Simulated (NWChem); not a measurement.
Everything below was run with NWChem. System: hydrogen peroxide (H₂O₂), charge 0, spin multiplicity 1, at a geometry optimised with PBE0/def2-SVP. Level: MP2/aug-cc-pVDZ, 2 core orbitals frozen.

Input file:

```
start mol
memory heap 200 mb stack 800 mb global 1000 mb
geometry units angstroms nocenter noautoz
  O     -0.294240     0.645331    -0.054706
  O      0.294240    -0.645331    -0.054706
  H      0.367293     1.150276     0.437648
  H     -0.367293    -1.150276     0.437648
  symmetry group C2
end
basis spherical
  * library aug-cc-pvdz
end
scf
  rhf
  nopen 0
  maxiter 100
  thresh 1e-7
  semidirect memsize 60000000 filesize 0
end
mp2
  freeze core 2
end
task mp2 energy
```

Output (cleaned and shortened):

```
             Northwest Computational Chemistry Package (NWChem) 7.3.0
             --------------------------------------------------------

                                NWChem Input Module
                                -------------------

 Scaling coordinates for geometry "geometry" by  1.889725989
 (inverse scale =  0.529177249)

 Turning off AUTOSYM since
 SYMMETRY directive was detected!

                             Geometry "geometry" -> ""
                             -------------------------

 Output coordinates in angstroms (scale by  1.889725989 to convert to a.u.)

  No.       Tag          Charge          X              Y              Z
 ---- ---------------- ---------- -------------- -------------- --------------
    1 O                    8.0000    -0.29424000     0.64533100    -0.05470600
    2 O                    8.0000     0.29424000    -0.64533100    -0.05470600
    3 H                    1.0000     0.36729300     1.15027600     0.43764800
    4 H                    1.0000    -0.36729300    -1.15027600     0.43764800

 Effective nuclear repulsion energy (a.u.)      37.3948476217

            Nuclear Dipole moment (a.u.)
            ----------------------------
        X                 Y               Z
 ---------------- ---------------- ----------------
     0.0000000000     0.0000000000     0.0000000000

      Symmetry information
      --------------------

 Group name             C2
 Group number              4
 Group order               2
 No. of unique centers     2

      Symmetry unique atoms

     1    3


 Summary of "ao basis" -> "" (spherical)
 ------------------------------------------------------------------------------
       Tag                 Description            Shells   Functions and Types
 ---------------- ------------------------------  ------  ---------------------
 *                        aug-cc-pvdz                 on all atoms

 Summary of "ao basis" -> "ao basis" (spherical)
 ------------------------------------------------------------------------------
       Tag                 Description            Shells   Functions and Types
[...]
     1   1 0 0     -0.000000      0.000000      0.000000
     1   0 1 0     -0.000000      0.000000      0.000000
     1   0 0 1      0.697374      0.000000      0.000000

     2   2 0 0     -8.998406      0.000000      5.910265
     2   1 1 0      2.103242      0.000000     -7.831838
     2   1 0 1      0.000000      0.000000      0.000000
     2   0 2 0     -6.450353      0.000000     33.244835
     2   0 1 1     -0.000000      0.000000      0.000000
     2   0 0 2     -8.822357      0.000000      1.538970

                   NWChem MP2 Semi-direct Energy/Gradient Module
                   ---------------------------------------------

  Basis functions       =     64
  Molecular orbitals    =     64
  Frozen core           =      2
  Frozen virtuals       =      0
  Active alpha occupied =      7
  Active beta occupied  =      7
  Active alpha virtual  =     55
  Active beta virtual   =     55
  Use MO symmetry       = T
  Use skeleton AO sym   = T

  AO/Fock/Back tols     =   1.0D-09  1.0D-09  1.0D-09

 GA uses MA = F    GA memory limited = T

 Available:
  local mem=  1.15D+08
 global mem=  1.31D+08
 local disk=  0.00D+00
  mp2_memr nvloc                    55
  nvloc new                    55
   1 passes of   7:        3145728                      18173                   2729799.
   1 passes of   7: M    114685294           G      131063808           F     111539566.

 Semi-direct pass number   1 of   1  for RHF alpha+beta  at        0.6s
  vrange nnbf                  2080
  mp2_eaftype                    10  avail_ma_in_mb                   999
 EAF : mp2_eaftype filesize          10    1364899.
  mp2_eaf for mointskh                     10
Node 0 wrote      6.4 Mb in      0.0 s     Agg I/O rate:  1471.5 Mb/s
 Done moints_semi at        1.4s
  mp2_eaftype                    10  avail_ma_in_mb                   989
 EAF : mp2_eaftype filesize          10    1364899.
  mp2_eaf for kh                    10
 Done maket at        1.5s
 Done multipass loop at        1.5s

          -------------------------------------------
          SCF energy                -150.803275915004
          Correlation energy          -0.413405003166
          Singlet pairs               -0.252721824588
          Triplet pairs               -0.160683178577
          Total MP2 energy          -151.216680918170
          -------------------------------------------

          ---------------------------------------------------
                    Spin Component Scaled (SCS) MP2
          Same spin pairs                     -0.107122119052
          Same spin scaling factor             0.333333333333
          Opposite spin pairs                 -0.306282884114
          Opposite spin scaling fact.          1.200000000000
          SCS-MP2 correlation energy          -0.403246833954
          Total SCS-MP2 energy              -151.206522748958
          ---------------------------------------------------

 -----------------------
 Performance information
 -----------------------

 Timer overhead =  2.26D-07 seconds/call

               Nr. of calls         CPU time (s)                 Wall time (s)                GFlops
             ---------------    -------------------     ------------------------------   -------------------
Name         Min   Avg   Max    Min     Avg     Max     Min     Avg     Max   Mx/calls   Min     Max     Sum
mp2: moin     1     1     1   0.84    0.84    0.84     0.84    0.84    0.84    0.84      0.0     0.0     0.0
mp2: make     1     1     1   7.47E-2 7.47E-2 7.47E-2  7.47E-2 7.47E-2 7.47E-2 7.47E-2   0.0     0.0     0.0
mp2: tota     1     1     1   0.94    0.94    0.94     0.94    0.94    0.94    0.94      0.0     0.0     0.0

 The average no. of pstat calls per process was 3.00D+00
 with a timing overhead of 6.78D-07s

 Task  times  cpu:        1.5s     wall:        1.5s

 Total times  cpu:        1.5s     wall:        1.5s
```
